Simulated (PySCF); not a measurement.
# H2ClF, a complex of two parts: interaction energy

The task here is to estimate one member of a computed series from the others.

Programs: PySCF 2.14.0. All values are calculated, for the isolated system unless a continuum is named. Atoms count from 0, parts from 1.

## Starting point

4 atoms, charge 0, multiplicity 1; geometry: GFN2-xTB. Parts: 1 = atoms 0–1, `F`, charge 0; 2 = atoms 2–3, `Cl`, charge 0.

The first run:

What the job is given:

```
{"job": {"xc": "PBE0", "basis": "def2-TZVPD", "d3": "d3bj", "grid": 3, "kind": "geom", "shake": 0.01}, "charge": 0, "multiplicity": 1, "parts": [{"atoms": "0-1", "charge": 0, "multiplicity": 1}, {"atoms": "2-3", "charge": 0, "multiplicity": 1}]}
F      0.386338     0.153266    -0.048635
H     -0.484508    -0.243437     0.011232
Cl    -2.119525    -1.386908     0.662203
H     -1.203238    -1.593709     1.594031
```

Command:

```sh
> OMP_NUM_THREADS=1 python cluster_run.py task.json out
```

This one command runs all jobs of the session in turn.

Steps of the session up to this table: Optimising the geometry at PBE0-D3(BJ)/def2-TZVPD; Coupled-cluster interaction energy: CCSD(T) and MP2, 2.27 Å; Coupled-cluster interaction energy: CCSD(T) and MP2, 2.38 Å; Coupled-cluster interaction energy: CCSD(T) and MP2, 2.50 Å; Coupled-cluster interaction energy: CCSD(T) and MP2, 2.15 Å; Coupled-cluster interaction energy: CCSD(T) and MP2, 2.83 Å; Coupled-cluster interaction energy: CCSD(T) and MP2, 2.04 Å; Coupled-cluster interaction energy: CCSD(T) and MP2, 3.40 Å; Coupled-cluster interaction energy: CCSD(T) and MP2, 4.54 Å.

One of the session's tables, all rows but one given; the rest of the session is left out.

It belongs to the step «Coupled-cluster interaction energy: CCSD(T) and MP2, 4.54 Å». 

| method | interaction energy (kcal/mol) |
| --- | --- |
| HF/aug-cc-pVDZ | -0.37 |
| MP2/aug-cc-pVDZ | ? |
| CCSD/aug-cc-pVDZ | -0.36 |
| CCSD(T)/aug-cc-pVDZ | -0.37 |
| HF/aug-cc-pVQZ | -0.35 |
| MP2/aug-cc-pVQZ | -0.37 |
| SCS-MP2/aug-cc-pVQZ | -0.36 |
| MP2, extrapolated | -0.37 |
| CCSD(T), limit estimate | -0.36 |

**Question.** Estimate the row for MP2/aug-cc-pVDZ.

**Answer.** interaction energy (kcal/mol): -0.38. In the column «interaction energy (kcal/mol)» it is the lowest.
